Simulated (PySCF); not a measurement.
Question: What does the GFN2-xTB structure of `COC(C)C` look like in three dimensions?

Answer: 
```xyz
15
C4H10O angstrom
C      2.013   -0.356   -0.163
O      0.907    0.415   -0.545
C     -0.250    0.252    0.260
C     -1.194    1.394   -0.103
C     -0.928   -1.104    0.044
H      2.248   -0.218    0.900
H      2.851   -0.006   -0.764
H      1.861   -1.425   -0.354
H      0.041    0.340    1.322
H     -0.697    2.347    0.047
H     -2.087    1.355    0.514
H     -1.476    1.314   -1.150
H     -1.151   -1.237   -1.012
H     -1.854   -1.144    0.609
H     -0.289   -1.920    0.372
```

Orientation and origin are arbitrary. Atoms count from 1 in this order. Of the pairs four or more bonds apart, H6···H9 is among the closest relative to their van der Waals radii: 2.31 Å, 96 % of the sum of Bondi's values.

Bonds between heavy atoms (Å): C1–O2 1.402, O2–C3 1.418, C3–C4 1.526, C3–C5 1.531.

Computed geometry: GFN2-xTB, gas phase.

Point group: C1 (no symmetry element, even within 0.4 Å). GFN2-xTB frequencies: not computed here. One conformer, not necessarily the lowest (C1–O2–C3–C4 167°).
